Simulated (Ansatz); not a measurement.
Relaxation of H6Si2 (8 atoms, charge 0, multiplicity 1), to a largest force component of 0.03 eV/Å in at most 50 steps.

Level of theory: RKS B3LYP-D4/def2-SVP (Ansatz 0.2.0).

```xyz
8
Properties=species:S:1:pos:R:3
Si 0.252 0.001 0.015
Si 0.961 -0.023 2.145
H -0.027 -0.284 3.234
H 2.025 -1.068 2.234
H 1.597 1.303 2.399
H 1.633 0.170 -0.446
H -0.583 1.165 -0.386
H -0.336 -1.265 -0.502
```

**Question.** Where does it end, and by what steps?

**Answer.** The run converged. After 3 steps the energy has fallen by 0.234 eV; H6 moved furthest, 0.48 Å.

| step | energy less start (eV) | largest force component (eV/Å) | accepted |
| --- | --- | --- | --- |
| 0 | 0.0000 | 1.453 | yes |
| 1 | -0.1560 | 0.305 | yes |
| 2 | -0.2243 | 0.093 | yes |
| 3 | -0.2343 | 0.018 | yes |

```xyz
8
Properties=species:S:1:pos:R:3
Si 0.352 0.016 -0.040
Si 1.021 -0.017 2.216
H -0.148 -0.262 3.111
H 2.026 -1.100 2.433
H 1.640 1.292 2.581
H 1.546 0.209 -0.915
H -0.607 1.134 -0.284
H -0.308 -1.272 -0.409
```

Whether the end is a true minimum wasn't checked by a vibrational analysis.

Time of the run: 11 s on 1 thread of Intel(R) Xeon(R) Platinum 8259CL CPU @ 2.50GHz (Skylake/Cascade Lake), with other jobs on the host, peak memory 0.14 GiB.
